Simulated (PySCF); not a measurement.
# Ionisation and electron attachment of methyl acrylate

Molecule: methyl acrylate, `C=CC(=O)OC` (C4H6O2). Coordinates in Å; atoms count from 1 in this order:
```
C     2.4793   -0.3382    0.1777
C     1.2244   -0.7562   -0.0019
C     0.0891    0.1926    0.0793
O     0.1738    1.3763    0.2993
O    -1.0758   -0.4355   -0.1254
C    -2.2409    0.3697   -0.0677
H     2.6829    0.7161    0.3876
H     3.3240   -1.0285    0.1209
H     0.9798   -1.8001   -0.2127
H    -2.3421    0.8371    0.9230
H    -2.2025    1.1650   -0.8267
H    -3.0868   -0.2999   -0.2606
```

Computed at ωB97X-D3(BJ)/ma-def2-TZVP // PBE0-D3(BJ)/ma-def2-SVP with PySCF (density fitting, grid level 2). The prefix ma- adds one diffuse s and one diffuse p function on all atoms but H. ωB97X-D3(BJ) is ωB97X-V with D3(BJ) in place of VV10. Thermal corrections: PBE0-D3(BJ)/ma-def2-SVP frequencies, unscaled, ideal gas at 298.15 K and 1 bar, quasi-RRHO entropy.

Frontier levels of the parent: HOMO -10.67 eV, LUMO 0.69 eV.

Oxidation to the radical cation:
| Item | Value |
| --- | --- |
| Vertical ionisation energy (electronic) | 11.21 eV |
| Adiabatic ionisation energy (with zero-point energy) | 9.89 eV |
| Adiabatic, electronic part | 9.94 eV |
| Vertical gap at the product's structure | 9.16 eV |
| Inner reorganisation energy (four-point) | 2043 meV |
| Relaxation of product / of parent | 1267 / 776 meV |
| ⟨S²⟩ of the product | 0.768 |
| Largest spin populations | O4 0.55, C1 0.33, C2 0.17 |
| Largest changes of atomic charge | O4 0.28, C1 0.15, C2 0.12, O5 0.11 |
| Distances that move most (Å) | C3–O5 1.339 → 1.270; O5–C6 1.417 → 1.457; C1–C2 1.335 → 1.364; C3–O4 1.207 → 1.228 |
| Potential in acetonitrile | 7.62 V absolute, 3.07 V against Fc+/Fc computed at 4.54 V (solvation -22 → -238 kJ/mol) |

Reduction to the radical anion:
```
Vertical electron affinity (electronic)              : -0.53 eV
Adiabatic electron affinity (with zero-point energy) : -0.02 eV
Adiabatic, electronic part                           : -0.15 eV
Vertical gap at the product's structure              : 0.31 eV
⟨S²⟩ of the product                                  : 0.763
Largest spin populations                             : C1 0.59, C3 0.19, O4 0.15
Largest changes of atomic charge                     : C1 -0.28, O4 -0.16, C3 -0.12, C2 -0.12
Distances that move most (Å)                         : C3–O5 1.339 → 1.419; C2–C3 1.482 → 1.409; C1–C2 1.335 → 1.404; C3–O4 1.207 → 1.244
Potential in acetonitrile                            : 2.30 V absolute, -2.25 V against Fc+/Fc computed at 4.54 V (solvation -22 → -242 kJ/mol)
```

Solvents are IEF-PCM continua (electrostatics only, gas-phase structures); absolute potentials refer to an electron at rest in vacuum. Fc+/Fc in acetonitrile, 4.54 V, is ωB97X-D3(BJ)/ma-def2-TZVP on PBE0-D3(BJ)/def2-SVP structures with GFN2-xTB thermal terms. Benchmark calculations put it near 5.0 V in acetonitrile and DMSO, so it is about 0.5 V low, and the value against it can read up to that much too high.

Vertical ionisation energy: the gap is larger than usual, and may come from another state, site, conformer or species, from an onset or band maximum that doesn't mark the energy named, from the functional or basis, or from an outlying measurement.

Measured values (NIST Chemistry WebBook, evaluated or the median of agreeing entries): vertical ionisation energy 10.73 eV (computed 11.21, difference 0.48); adiabatic ionisation energy 9.90 eV (computed 9.89, difference -0.01).

Known limits: the gas-phase radical anion comes out unbound at this level, so its gas-phase values hang on the basis; a negative vertical affinity means that the electron isn't bound at that structure, so the value and what is derived from it hang on the basis.

Hardware: 1 thread of AMD EPYC 9R45 96-Core, shared with other jobs. Command: `OMP_NUM_THREADS=1 python redox_run.py task.json out`. Structures, frequencies and single points: 14 min.

Differences come from unrounded values, so a last digit can differ from that of the printed terms.
